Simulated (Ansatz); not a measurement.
## H3Ge–BH, doublet: the ladder up to UCCSDT(Q)

Geometry: displaced at random from a stationary point.

```csv
atom,x (Å),y (Å),z (Å)
Ge,0.0017,0.0166,0.2695
B,0.0009,-0.1678,-1.7700
H,0.0489,1.4954,0.7828
H,1.1888,-0.7307,0.7895
H,-1.3390,-0.7146,0.7380
H,-0.0326,0.5515,-2.7467
```

Basis cc-pVDZ; Ansatz 0.2.0. Only valence electrons are correlated (noble-gas cores and the filled d shells of p-block atoms frozen), which leaves 11 electrons in 46 orbitals. R marks a restricted (for open shells ROHF) determinant, U an unrestricted one. Active spaces: frontier = (9e, 9o) about the gap. No spin–orbit coupling is included, and no scalar relativity.

Full CI isn't at hand for all of this; UCCSDT(Q) serves as the reference, and is uncertain by the last step of the cluster series or more. The frozen core follows each run's orbitals, which can shift R against U totals by a few meV for light atoms and by up to 0.1 eV past Ca.

* UHF ⟨S²⟩: 0.757
* T1 diagnostic (RCCSD): 0.0169
* largest doubles amplitude (RCCSD): 0.037
* T1 diagnostic (UCCSD): 0.0133

```
   level  E − E(UHF) (eV)
    UMP2          -4.3497
   UCCSD          -5.4832
UCCSD(T)          -5.6072
```

Q: Estimate how far UCCSDT(Q) in cc-pVDZ lies from UCCSD(T). The table doesn't fix it; the size of (T) and the diagnostics are the guide.

A: UCCSDT(Q) in cc-pVDZ lies 34 meV below UCCSD(T), which is 27 % of the (T) step (-124 meV). The diagnostics give no warning, yet the rest is a sizeable part of (T).

The other levels:

| level | E − E(UCCSDT(Q)) (meV) | wall time |
| --- | --- | --- |
| UCCSDT | 5 | – |

Run but not shown, since their state, orbitals or frozen core can't be matched to the reference's or they repeat it: RHF, RMP2, CISD, RCCSD, RCCSD(T), BCCD(T), RCCSDT, RCCSDT(Q), CASSCF (frontier space), NEVPT2 (frontier space), MRCISD (frontier space), MRCISD+Q (frontier space).
